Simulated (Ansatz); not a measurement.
# PH− (doublet): from Hartree-Fock to the top rungs, aug-cc-pVTZ

How much of the correlation energy of PH− (doublet) does each wave-function method recover here?

The runs use Ansatz 0.2.0, Gaussian basis; aug-cc-pVTZ, core rule «outside noble gas», up to 5 orbitals frozen.

To be run: UHF; CCSD(T) on ROHF; CCSD(T) on UHF; BCCD(T) on ROHF; CCSDT(Q) on ROHF; CCSDT(Q) on UHF; CASSCF and MRCISD+Q, 7 electrons in 5 orbitals; CASSCF and NEVPT2, 7 electrons in 5 orbitals.

13 further runs of the same task are left out: 3 that didn't finish, 10 set aside as unsound or not needed. Runs told in other sessions of the task aren't counted.

## (1) What is computed

The geometry is a PBE0/def2-TZVPD stationary point (not a proven minimum).

2 atoms, charge -1, spin multiplicity 2.

Atoms are counted from 1 here; the program's logs count them from 0.

Bond lengths: P1–H2 1.443 Å.

Coordinates:

```xyz
2
charge -1, multiplicity 2
P     0.00000    0.00000    0.00000
H     0.00000    0.00000    1.44260
```

## (2) UHF

Input file in.yaml:

```yaml
crystal:
  periodic: [false, false, false]
  atoms:
    - {symbol: P, position_ang: [0.000000, 0.000000, 0.000000]}
    - {symbol: H, position_ang: [0.000000, 0.000000, 1.442600]}
basis:
  gaussian: {orbitals: aug-cc-pVTZ}
total_charge: -1
magnetization: {spin_polarized: true, initial_magnetization: 1}
hamiltonian: {xc: hf}
output: {orbitals: {seedname: orbitals}}
```

Command:

```sh
$ ansatz run in.yaml --threads 1 --pin off --events-out ev --progress --plain --max-ram 2393MiB
```

After this run come: CCSD(T) on ROHF; CCSD(T) on UHF; BCCD(T) on ROHF; CCSDT(Q) on ROHF; CCSDT(Q) on UHF; CASSCF and MRCISD+Q, 7 electrons in 5 orbitals; CASSCF and NEVPT2, 7 electrons in 5 orbitals.

Q: Predict the results of all the runs planned. Wanted: UCCSDT(Q) from the RHF energy; RMP2 from UCCSDT(Q); UMP2 from UCCSDT(Q); RCCSD from UCCSDT(Q); RCCSD(T) from UCCSDT(Q); UCCSD(T) from UCCSDT(Q); RCCSDT(Q) from UCCSDT(Q); NEVPT2 valence from UCCSDT(Q); MRCISD+Q valence from UCCSDT(Q).

The runs gave:

| quantity | value |
| --- | --- |
| UCCSDT(Q) from the ROHF energy | -4.9762 eV |
| RMP2 from UCCSDT(Q) | +19.41 kcal/mol |
| UMP2 from UCCSDT(Q) | +20.11 kcal/mol |
| RCCSD from UCCSDT(Q) | +5.98 kcal/mol |
| RCCSD(T) from UCCSDT(Q) | +0.90 kcal/mol |
| UCCSD(T) from UCCSDT(Q) | +0.91 kcal/mol |
| RCCSDT(Q) from UCCSDT(Q) | +0.02 kcal/mol |
| NEVPT2 valence from UCCSDT(Q) | +27.31 kcal/mol |
| MRCISD+Q valence from UCCSDT(Q) | +1.55 kcal/mol |
| levels within 1 kcal/mol (43 meV) | RCCSD(T), UCCSD(T), BCCD(T), RCCSDT, UCCSDT, RCCSDT(Q) |
| T1 diagnostic | 0.020 |
| effectively unpaired electrons | 1.01 |

What this shows: RCCSD(T) lands +0.90 kcal/mol from the yardstick (0.8 % of the correlation energy). One determinant dominates. Of the multireference levels listed MRCISD+Q valence comes nearest in total energy (+1.55 kcal/mol), which doesn't show that its space is the better one. These misses are within one basis, not against nature; the frozen cores of restricted and unrestricted runs differ, which can shift their rows.
